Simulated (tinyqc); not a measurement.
Geometry optimisation on the RHF/sto-3g surface (energies and gradients from PySCF), for CH2, spin multiplicity 1, step by step. Computed by tinyqc, a small Python program that keeps every step (integrals from PySCF). Settings: charge = 0, multiplicity = 1, basis = sto-3g, optimiser = sd, first Hessian = 0.15, largest step = 0.5, iteration cap = 30. Command: `OMP_NUM_THREADS=1 python tinyqc.py 28588 28589 out.jsonl` (the two numbers bound the seeds that draw the settings). One thread of a shared host (Intel(R) Xeon(R) Processor @ 2.60GHz), about 2 s of CPU time with the checks.

positions at the start (bohr), order 1C, 2H, 3H:
$$\begin{pmatrix}
-0.047243 & -0.041574 & -0.026456 \\
0.126612 & 1.833034 & 1.118718 \\
-0.034015 & -1.955867 & 1.099821
\end{pmatrix}$$

Stop when the largest gradient component is below 3e-5 hartree/bohr.

Course of the optimisation:
```
step   E (hartree)  largest gradient (hartree/bohr)
1     -38.35674082                         5.46e-02
2     -38.36510880                         7.01e-02
3     -38.33183831                         1.31e-01
4     -38.36534961                         7.61e-02
5     -38.33173304                         1.39e-01
6     -38.36523739                         7.73e-02
7     -38.33165099                         1.44e-01
8     -38.36522850                         7.73e-02
9     -38.33165131                         1.44e-01
10    -38.36522850                         7.73e-02
11    -38.33165131                         1.44e-01
12    -38.36522850                         7.73e-02
13    -38.33165131                         1.44e-01
14    -38.36522850                         7.73e-02
15    -38.33165131                         1.44e-01
16    -38.36522850                         7.73e-02
17    -38.33165131                         1.44e-01
18    -38.36522850                         7.73e-02
19    -38.33165131                         1.44e-01
20    -38.36522850                         7.73e-02
21    -38.33165131                         1.44e-01
22    -38.36522850                         7.73e-02
23    -38.33165131                         1.44e-01
24    -38.36522850                         7.73e-02
25    -38.33165131                         1.44e-01
26    -38.36522850                         7.73e-02
27    -38.33165131                         1.44e-01
28    -38.36522850                         7.73e-02
29    -38.33165131                         1.44e-01
30    -38.36522850                         7.73e-02
```

Can the last value be used, and what does the course show?

Not by the stop rule. Not converged within 30 steps: the energy rises at some steps, so steps overshoot. Reruns: method bfgs, first Hessian 0.6, largest step 0.3: converged in 7 (E = -38.37230).
